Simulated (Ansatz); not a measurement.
Geometry optimisation, Ansatz 0.2.0, RKS revPBE-D4/def2-SVP.

input.yaml

```yaml
crystal:
  periodic: [false, false, false]
  atoms:
    - { symbol: C, position_ang: [-0.87902, 1.14431, -0.86438] }
    - { symbol: Al, position_ang: [0.63489, -0.11916, -0.13772] }
    - { symbol: Si, position_ang: [1.27776, -1.6838, 1.48463] }
    - { symbol: H, position_ang: [-0.53525, 2.19114, -0.90137] }
    - { symbol: H, position_ang: [-1.18802, 0.90627, -1.89507] }
    - { symbol: H, position_ang: [-1.8148, 1.16303, -0.27447] }
    - { symbol: H, position_ang: [1.69889, 0.32013, -1.34956] }
    - { symbol: H, position_ang: [0.24714, -2.79452, 1.21339] }
    - { symbol: H, position_ang: [0.5584, -1.12738, 2.72454] }
total_charge: -1
basis:
  gaussian: { orbitals: def2-SVP }
hamiltonian:
  xc: revpbe
  dispersion: d4
relax:
  f_tol: 0.02
  max_steps: 50
```

Launched with:

```bash
$ ansatz run input.yaml --threads 1 --pin off --max-ram 2048MiB --backend cpu --events-out ev --progress --plain --runs-dir out
```

Problem. Where does it end, and by what steps?

Solution. The run converged. Limits of this set-up: an anion without diffuse functions, the dipole of an ion depends on the origin. After 16 steps the energy has fallen by 0.529 eV; H8 moved furthest, 1.21 Å.

| step | energy less start (eV) | largest force component (eV/Å) | accepted |
| --- | --- | --- | --- |
| 0 | 0.0000 | 1.453 | yes |
| 1 | -0.1645 | 0.341 | yes |
| 2 | -0.2412 | 0.177 | yes |
| 3 | -0.2940 | 0.167 | yes |
| 4 | -0.3374 | 0.265 | yes |
| 5 | -0.3657 | 0.561 | yes |
| 6 | -0.4148 | 0.329 | yes |
| 7 | -0.4400 | 0.238 | yes |
| 8 | -0.4574 | 0.349 | yes |
| 9 | -0.4753 | 0.402 | yes |
| 10 | -0.4919 | 0.511 | yes |
| 11 | -0.5073 | 0.361 | yes |
| 12 | -0.5227 | 0.213 | yes |
| 13 | -0.5271 | 0.092 | yes |
| 14 | -0.5284 | 0.076 | yes |
| 15 | -0.5260 | 0.131 | no |
| 16 | -0.5292 | 0.011 | yes |

```xyz
9
Properties=species:S:1:pos:R:3
C -0.815 1.256 -0.726
Al 0.517 -0.252 -0.443
Si 0.980 -1.237 1.688
H -0.306 2.233 -0.897
H -1.441 1.071 -1.630
H -1.508 1.384 0.135
H 1.560 -0.246 -1.729
H 1.445 -2.672 1.356
H -0.430 -1.536 2.247
```

Whether the end is a true minimum wasn't checked by a vibrational analysis.

The run took 110 s on 1 thread of Intel(R) Xeon(R) Processor @ 2.50GHz (Skylake/Cascade Lake) (shared host), peak memory 0.15 GiB.
